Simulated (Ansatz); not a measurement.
## What each rung costs, and what it gives

Saddle point of SiPH7O, closed shell (SiH₄O ([OH][SiH3]) + PH₃ → SiPH₅ ([SiH3][PH2]) + H₂O; bonds formed: Si1–P7, O2–H6; bonds broken: Si1–O2, H6–P7), PBE0-D4/def2-TZVP structure:

```
10
angstrom
Si -0.9789 0.3927 -0.2444
O 0.2386 1.0105 0.9476
H -1.6988 -0.8737 0.0468
H -1.9572 1.4127 0.3050
H -0.8553 0.8127 -1.6589
H 1.0339 0.2022 0.8973
P 1.1924 -1.0402 -0.3550
H -0.0548 1.4575 1.7512
H 0.9998 -2.4282 -0.2486
H 2.0805 -0.9460 -1.4410
```

Barriers are electronic and count from the start structure reached by relaxing down the imaginary mode.

Ansatz 0.2.0; basis: as named in each row; cores frozen in the correlated methods. B3LYP uses VWN-RPA correlation. Extrapolation: Hartree–Fock as exp(−7.88 √X), correlation as X^−2.97.

Times are rough, for one single point on 4 threads of a shared host (AMD EPYC 7R43).

The estimate by CCSD(T) at an estimated basis limit (MP2 extrapolated from triple and quadruple zeta, plus CCSD(T) − MP2 in triple zeta) is 236.7 kJ/mol.

| method | basis | time (s) | barrier (kJ/mol) | method less estimate |
| --- | --- | --- | --- | --- |
| HF | STO-3G | under 1 | 341.0 | 104.3 |
| SPW92 | def2-SVP | under 1 | 139.3 | -97.3 |
| PBE-D4 | STO-3G | under 1 | 167.8 | -68.9 |
| B3LYP-D4 | 6-31G | under 1 | 148.3 | -88.4 |
| PBE-D4 | def2-SVP | under 1 | 178.2 | -58.5 |
| SPW92 | def2-TZVPP | 1 | 155.8 | -80.9 |
| PBE0-D4 | def2-SVP | 1 | 195.0 | -41.6 |
| BLYP-D4 | def2-TZVPP | 2 | 222.0 | -14.6 |
| CCSD(T) | def2-SVP | 2 | 250.4 | 13.7 |
| PBE-D4 | def2-TZVPP | 2 | 191.8 | -44.9 |
| BHLYP-D4 | def2-TZVPP | 2 | 252.4 | 15.7 |
| PBE0-D4 | def2-TZVPP | 2 | 207.9 | -28.8 |
| r2SCAN-D4 | def2-TZVPP | 3 | 211.3 | -25.4 |
| B3LYP-D4 | def2-TZVPP | 3 | 232.4 | -4.2 |
| wB97M-V | def2-SVP | 3 | 216.4 | -20.2 |
| r2SCAN0-D4 | def2-TZVPP | 4 | 220.9 | -15.7 |
| CAM-B3LYP-D4 | def2-TZVPP | 4 | 238.1 | 1.4 |
| PBE-QIDH | def2-TZVPP | 4 | 224.8 | -11.9 |
| RPA on PBE | def2-TZVPP | 5 | 248.9 | 12.3 |
| wB97X-V | def2-TZVPP | 6 | 234.2 | -2.4 |
| B2PLYP | def2-TZVPP | 6 | 240.0 | 3.3 |
| B97M-V | def2-TZVPP | 6 | 231.2 | -5.5 |
| wB97M-V | def2-TZVPP | 6 | 232.6 | -4.1 |
| MP2 | def2-QZVPP | 15 | 232.2 | -4.5 |
| CCSD(T) | def2-TZVPP | 43 | 242.1 | 5.5 |

All methods are single points on the PBE0-D4 structures.

T1 diagnostic: at most 0.013.

Labels in which every atom is bracketed show which atoms are joined, not bond orders.
